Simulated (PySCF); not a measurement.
**Unknown compound**

The spectra below were simulated for a compound CH2F2.

¹H NMR (500 MHz, computed): δ 5.68 (t, J = 57.1 Hz, 2H).

¹³C{¹H} NMR (computed): δ 111.3 (t, J = 308.5 Hz).

How the numbers were obtained: geometry from PBE0-D3(BJ)/def2-SVP, B3LYP/pcJ-1 coupling constants, GIAO PBE0/pcSseg-1 shieldings, in PySCF 2.14.0 with density-fitted response routines (no solvent, one averaged value for each set of equivalent atoms, no relativistic terms, one computed conformer).

Referencing at the same level of theory: ¹H (σref 31.27), ¹³C (σref 184.41) against TMS.

Propose a structure and justify it.

Results:


The formula gives 0 degrees of unsaturation. Carbon types of the structure: 1 × CH2, which accounts for all hydrogens. δC 111.3: sp3 CH2 bonded to 2 F; 2 electronegative neighbours deshield it. δH 5.68: hydrogen on an sp3 CH2 bonded to 2 F; its carbon carries F, which withdraws density.

Structure: `FCF`.

Common functionals overestimate the size of one-bond C–F couplings by tens of Hz; these are unscaled. Multiplet labels drop couplings under 1 Hz and merge nearly equal ones. Shifts are as computed. Against solution values, carbons near 30 ppm lie about +2 ppm off and those near 130 ppm about +4 ppm. Of 246 compounds with measured shifts, 49 miss one by over three times the rms of a fit or turn the order of signals round; such compounds aren't used in these exercises.
